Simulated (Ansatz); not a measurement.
# Ligand exchange: C4H6F2 + MgHF → C4H7F + MgF2

Species: C4H6F2 `C/C(F)=C/CF`, singlet; MgHF `[F][MgH]`, singlet; C4H7F `C/C=C(/C)F`, singlet; MgF2 `[F][Mg][F]`, singlet. The partners trade F for H: C–F and Mg–H bonds give way to C–H and Mg–F.

Shapes, held fixed at every level: PBE0-D4/def2-TZVP. Flexible molecules stand in one conformer, not always the lowest. Programs: Ansatz 0.2.0. The zero-point and thermal change to 298 K, harmonic and unscaled (PBE0-D4/def2-TZVP), is +10.0 kJ/mol.

| level | kind | ΔH(298 K) (kJ/mol) | less CCSD(T)/def2-TZVPP |
| --- | --- | --- | --- |
| B3LYP-D4/def2-TZVPP | global hybrid | -239.6 | +4.0 |
| BHLYP-D4/def2-TZVPP | global hybrid | -240.5 | +3.1 |
| wB97M-V/def2-TZVPP | range-separated hybrid | -237.8 | +5.8 |
| wB97X-V/def2-TZVPP | range-separated hybrid | -236.6 | +7.0 |
| B2PLYP/def2-TZVPP | double hybrid | -247.5 | -3.9 |
| MP2/def2-SVP | perturbation theory | -270.3 | -26.7 |
| CCSD(T)/def2-TZVPP | coupled cluster or CI | -243.6 | 0.0 |

The highest level, CCSD(T)/def2-TZVPP, gives ΔH(298 K) = -243.6 kJ/mol; the levels span -270.3 to -236.6. The column of differences is taken from that level and isn't an error. No measured value is set beside it here. Outer-core shells of Mg are correlated in most correlated rows, in sets that cover them unevenly.
